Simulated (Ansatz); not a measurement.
**BH (triplet): the correlation ladder at distance B1–H2 = 1.194 Å, cc-pVQZ**

The task here is to estimate one member of a computed series from the others.

Program: Ansatz 0.2.0, Gaussian basis. Level of theory: cc-pVQZ, core rule «outside noble gas», up to 1 orbitals frozen. These are calculated values, not measurements.

The runs, in order: UHF; CCSD(T) on ROHF; CCSD(T) on UHF; BCCD(T) on ROHF; CCSDT(Q) on ROHF; CCSDT(Q) on UHF; CASSCF and NEVPT2, 4 electrons in 5 orbitals; Full CI.

17 further runs of the same task are left out: 10 that didn't finish, 7 set aside as unsound or not needed.

**What is computed**

The geometry derives from a PBE0/def2-TZVP stationary point (not a proven minimum). One bond is set to the value named and the two fragments are kept rigid.

2 atoms, charge 0, spin multiplicity 3.

Atoms are counted from 1 here; the program's logs count them from 0.

Bond lengths: B1–H2 1.194 Å.

Geometry (Å):

| atom | x (Å) | y (Å) | z (Å) |
| --- | --- | --- | --- |
| B1 | 0.00000 | 0.00000 | 0.00000 |
| H2 | 0.00000 | 0.00000 | 1.19400 |

Set-up of the first run:

in.yaml reads:

```yaml
crystal:
  periodic: [false, false, false]
  atoms:
    - {symbol: B, position_ang: [0.000000, 0.000000, 0.000000]}
    - {symbol: H, position_ang: [0.000000, 0.000000, 1.194000]}
basis:
  gaussian: {orbitals: cc-pVQZ}
magnetization: {spin_polarized: true, initial_magnetization: 2}
hamiltonian: {xc: hf}
output: {orbitals: {seedname: orbitals}}
```

Command:

```bash
> ansatz run in.yaml --threads 1 --pin off --events-out ev --progress --plain --max-ram 2393MiB
```

Among the steps run: UHF; CCSD(T) on ROHF; CCSD(T) on UHF; BCCD(T) on ROHF; CCSDT(Q) on ROHF; CCSDT(Q) on UHF; CASSCF and NEVPT2, 4 electrons in 5 orbitals; Full CI.

One table of the session follows, with a row left open; its other results are not shown here.

| method | from FCI (meV) |
| --- | --- |
| ROHF | +1908.8 |
| UHF | +1874.9 |
| RMP2 | +414.0 |
| UMP2 | +411.1 |
| RCCSD | +54.2 |
| UCCSD | +52.9 |
| RCCSD(T) | +11.5 |
| UCCSD(T) | +10.8 |
| BCCD(T) | +11.3 |
| RCCSDT | +0.4 |
| UCCSDT | -0.3 |
| RCCSDT(Q) | ? |
| UCCSDT(Q) | -0.8 |
| CASSCF valence | +1278.3 |
| NEVPT2 valence | +371.3 |
| FCI | 0 |

Estimate the missing values for RCCSDT(Q).

**Answer.** from FCI (meV): -0.1. In the column «from FCI (meV)» it lies between UCCSDT (-0.3) and FCI (0).

Caveats from the session: Levels on UHF freeze UHF's core orbitals, full CI those of ROHF, so the U rows can settle a little off it for that reason alone. Restricted and unrestricted rows rest on different reference determinants; where their highest levels disagree by more than a few hundredths of an eV, they describe different states and don't form one ladder.
